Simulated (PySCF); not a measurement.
ethane cation (C₂H₆), SMILES CC (connectivity only; charge and spin as stated), charge +1, multiplicity 2. Atoms are numbered in the order given.

```xyz
8

C      0.0653     0.7174     0.0000
C     -0.0653    -0.7174     0.0000
H     -0.6173     1.2235     0.7694
H     -0.6173     1.2235    -0.7694
H      1.0688     1.1503     0.0000
H      0.6173    -1.2235     0.7694
H      0.6173    -1.2235    -0.7694
H     -1.0688    -1.1503     0.0000
```
Charge +1, spin multiplicity 2.

Geometry optimised at PBE-D3(BJ)/def2-TZVP. The multiplicity is an assumed one; other spin states were not compared.

Two levels are set side by side: PBE/pcH-1 (PySCF) and B3LYP/pcH-1 (PySCF). Contact hyperfine couplings, same geometry. Differences are taken from unrounded values.

| quantity | PBE |
|---|---|
| A(iso) of 13C, atom C1 (MHz) | -18.1 |
| A(iso) of 13C, atom C2 (MHz) | -18.1 |
| A(iso) of 1H, atom H3 (MHz) | 387.3 |
| A(iso) of 1H, atom H4 (MHz) | 387.3 |
| A(iso) of 1H, atom H5 (MHz) | -16.9 |
| A(iso) of 1H, atom H6 (MHz) | 387.3 |
| A(iso) of 1H, atom H7 (MHz) | 387.3 |
| A(iso) of 1H, atom H8 (MHz) | -16.9 |

Task: These are the PBE values. What does B3LYP give? (An estimate is asked for; the answer gives what the named calculation found.)

Result: 
```
quantity                      B3LYP  PBE minus B3LYP
----------------------------  -----  ---------------
A(iso) of 13C, atom C1 (MHz)  -22.2              4.1
A(iso) of 13C, atom C2 (MHz)  -22.2              4.1
A(iso) of 1H, atom H3 (MHz)   421.7            -34.3
A(iso) of 1H, atom H4 (MHz)   421.7            -34.3
A(iso) of 1H, atom H5 (MHz)   -17.0              0.0
A(iso) of 1H, atom H6 (MHz)   421.7            -34.3
A(iso) of 1H, atom H7 (MHz)   421.7            -34.3
A(iso) of 1H, atom H8 (MHz)   -17.0              0.0
```

Rough cost on one machine, each run with all the roots and properties that it gave: B3LYP against PBE within a factor of 2.
